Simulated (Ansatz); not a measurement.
## [Br···H···Br], doublet: the ladder up to UCCSDT(Q)

Geometry: a point of a hydrogen-transfer path between rigid fragments, not a stationary point.

```xyz
3

Br    0.0000    0.0000   -1.6800
H     0.0000    0.0000   -0.0590
Br    0.0000    0.0000    1.7390
```

Basis cc-pVTZ; Ansatz 0.2.0. Only valence electrons are correlated (noble-gas cores and the filled d shells of p-block atoms frozen), which leaves 15 electrons in 72 orbitals. R marks a restricted (for open shells ROHF) determinant, U an unrestricted one. Active spaces: valence = (15e, 9o) chosen from the atoms' valence shells; pair = (3e, 3o) about the gap. No spin–orbit coupling is included, and no scalar relativity.

Full CI isn't at hand for all of this; UCCSDT(Q) serves as the reference, and is uncertain by about the last step of the cluster series. The frozen core follows each run's orbitals, which can shift R against U totals by a few meV for light atoms and by up to 0.1 eV past Ca.

```
UHF ⟨S²⟩                          : 0.815
T1 diagnostic (RCCSD)             : 0.0240
largest doubles amplitude (RCCSD) : 0.077
T1 diagnostic (UCCSD)             : 0.0154
```

```json
{"level": "UHF", "E − E(RHF) (eV)": "-0.2963"}
{"level": "UMP2", "E − E(RHF) (eV)": "-9.0126"}
{"level": "UCCSD", "E − E(RHF) (eV)": "-10.0734"}
{"level": "UCCSD(T)", "E − E(RHF) (eV)": "-10.4409"}
```

Problem. Estimate how far UCCSDT(Q) in cc-pVTZ lies from UCCSD(T). The table doesn't fix it; the size of (T) and the diagnostics are the guide.

Solution. UCCSDT(Q) in cc-pVTZ lies 49 meV below UCCSD(T), which is 13 % of the (T) step (-367 meV). The diagnostics are small and the rest is a small part of (T), but (T) is large here. The miss exceeds 1 kcal/mol.

The other levels:

| level | E − E(UCCSDT(Q)) (meV) | share of correlation (%) | wall time |
| --- | --- | --- | --- |
| UCCSDT | 16 | 99.85 | – |

The correlation energy at UCCSDT(Q), counted from RHF, is -10.490 eV. That run took 29 s on 2 threads of AMD EPYC 7R13 with a shared H100 80 GB, shared host.

Run but not shown, since their state or frozen core can't be matched to the reference's or they repeat it: RHF, RMP2, RCCSD, RCCSD(T), BCCD(T), RCCSDT, RCCSDT(Q), CASSCF (pair space), NEVPT2 (pair space), MRCISD (pair space), MRCISD+Q (pair space), CASSCF (valence space), NEVPT2 (valence space), MRCISD (valence space), MRCISD+Q (valence space).

Times hold each run's SCF and search for its determinant on a shared host, so for small cases they say little of a method's own cost; they ran on 1 thread of AMD EPYC 7R13.

Natural occupations of CASSCF (valence space) about the gap: 2.000 1.999 1.998 1.949 1.002 0.052; effectively unpaired electrons, Σ n²(2−n)², 1.02.
